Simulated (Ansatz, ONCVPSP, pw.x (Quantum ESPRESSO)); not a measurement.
**pw.x on fcc Al: one setting changed**

Potential: optimised norm-conserving Vanderbilt (ONCV), ONCVPSP 4.0.1.1 (patched build), LDA (Perdew-Wang 92); core [Ne], reference 3s2 3p1; waves: 3s: rc 1.75 bohr, ncon 4, nbas 8, qcut 4.4 1/bohr, local; 3p: rc 2.50 bohr, ncon 4, nbas 7, qcut 3.3 1/bohr, 2 projectors, debl 2.9 Ha; d scattering state at 0.36 Ha: rc 2.50 bohr, ncon 4, nbas 9, qcut 3.4 1/bohr, 3 projectors, debl 1.3 Ha; local part: the s channel; core correction: Teter function fitted to the true core (icmod 2), fcfact 0.7.

The reference run (k-mesh 14³, cutoffs 50/200 Ry, Fermi–Dirac 0.01 Ry, mixing_beta 0.4, conv_thr 1e-9, no spin) gives -0.78 GPa at 15.842 Å³/atom, where all-electron LAPW gives -0.23 GPa. This run, with its own iteration cap, changes occupations to fixed, a wrong or extreme entry chosen on purpose.

```
&control
  calculation='scf', prefix='x', pseudo_dir='./', outdir='./tmp', tstress=.true., disk_io='none'
/
&system
  ibrav=0, nat=1, ntyp=1, ecutwfc=50, ecutrho=200, nbnd=8,
  occupations='fixed'
/
&electrons
  conv_thr=1e-09, mixing_beta=0.4, electron_maxstep=70
/
ATOMIC_SPECIES
Al 1.0 Al.UPF
CELL_PARAMETERS angstrom
  0.00000000 1.99339488 1.99339488
  1.99339488 0.00000000 1.99339488
  1.99339488 1.99339488 0.00000000
ATOMIC_POSITIONS crystal
Al 0.0000 0.0000 0.0000
K_POINTS automatic
14 14 14 0 0 0
```

```bash
pw.x < Al.scf.in > Al.scf.out
```

How does the run end?

It stops with "electrons: charge is wrong: smearing is needed".

```
Message from routine setup:
     the system is metallic, specify occupations
     Message from routine setup:
     using ibrav=0 with symmetry is DISCOURAGED, use correct ibrav instead
     lattice parameter (alat)  =       5.3273  a.u.
     unit-cell volume          =     106.9071 (a.u.)^3
     number of electrons       =         3.00
     number of Kohn-Sham states=            8
     kinetic-energy cutoff     =      50.0000  Ry
     charge density cutoff     =     200.0000  Ry
     scf convergence threshold =      1.0E-09
     Exchange-correlation= SLA  PW   NOGX NOGC
     number of k points=   104
     iteration #  1     ecut=    50.00 Ry     beta= 0.40
     Error in routine electrons (1):
     charge is wrong: smearing is needed
```

The run took about 4 s on one core of a shared host (Neoverse-N1, 64 threads, 124 GiB, load 57).
